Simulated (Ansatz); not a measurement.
The cluster Si₃H₅. Charge 0, multiplicity 2. Geometry PBE0-D4/def2-TZVP.

```xyz
8

Si   -0.585    0.140    1.863
Si   -0.140   -0.162   -1.945
Si    0.690   -0.359    0.110
H    -1.395    1.382    1.762
H     0.768   -0.507   -3.069
H     1.552   -1.557    0.304
H    -0.924    1.067   -2.230
H     0.034   -0.003    3.206
```

At r2SCAN-D4/def2-TZVP, PBE0-D4/def2-TZVP the charge 0 doublet is spin-contaminated (final ⟨S²⟩ up to 0.89, 0.75 for a pure state). Another isomer (doublet) lies 0.53 eV lower at PBE0-D4/def2-TZVP; other spin states weren't run for this one.

(1) Estimate the α-spin orbital energies around the gap (eV) in Ansatz with PBE-D4/def2-TZVP, revPBE-D4/def2-TZVP, BLYP-D4/def2-TZVP, r2SCAN-D4/def2-TZVP, PBE0-D4/def2-TZVP.

Results:

(1) 
| orbital | PBE-D4/def2-TZVP | revPBE-D4/def2-TZVP | BLYP-D4/def2-TZVP | r2SCAN-D4/def2-TZVP | PBE0-D4/def2-TZVP |
| --- | --- | --- | --- | --- | --- |
| HOMO−9 | -94.30 | -94.26 | -94.40 | -96.46 | -99.78 |
| HOMO−8 | -14.23 | -14.18 | -14.05 | -14.80 | -16.13 |
| HOMO−7 | -13.07 | -13.03 | -12.88 | -13.65 | -14.90 |
| HOMO−6 | -11.45 | -11.41 | -11.30 | -11.85 | -13.01 |
| HOMO−5 | -9.12 | -9.09 | -8.97 | -9.48 | -10.47 |
| HOMO−4 | -8.82 | -8.80 | -8.69 | -9.18 | -10.17 |
| HOMO−3 | -8.13 | -8.10 | -8.02 | -8.44 | -9.37 |
| HOMO−2 | -7.59 | -7.56 | -7.44 | -7.87 | -8.73 |
| HOMO−1 | -6.09 | -6.04 | -5.86 | -6.33 | -7.05 |
| HOMO | -4.84 | -4.83 | -4.58 | -5.20 | -5.75 |
| LUMO | -2.81 | -2.75 | -2.64 | -2.64 | -2.09 |
| LUMO+1 | -1.34 | -1.28 | -1.12 | -1.14 | -0.51 |
| LUMO+2 | -0.61 | -0.53 | -0.48 | -0.30 | 0.23 |
| LUMO+3 | -0.59 | -0.51 | -0.42 | -0.16 | 0.29 |
| LUMO+4 | 0.26 | 0.34 | 0.40 | 0.69 | 1.11 |
| LUMO+5 | 0.61 | 0.67 | 0.80 | 0.96 | 1.46 |
| β HOMO | -5.72 | -5.67 | -5.54 | -5.92 | -6.52 |
| β LUMO | -3.77 | -3.66 | -3.71 | -3.35 | -2.94 |
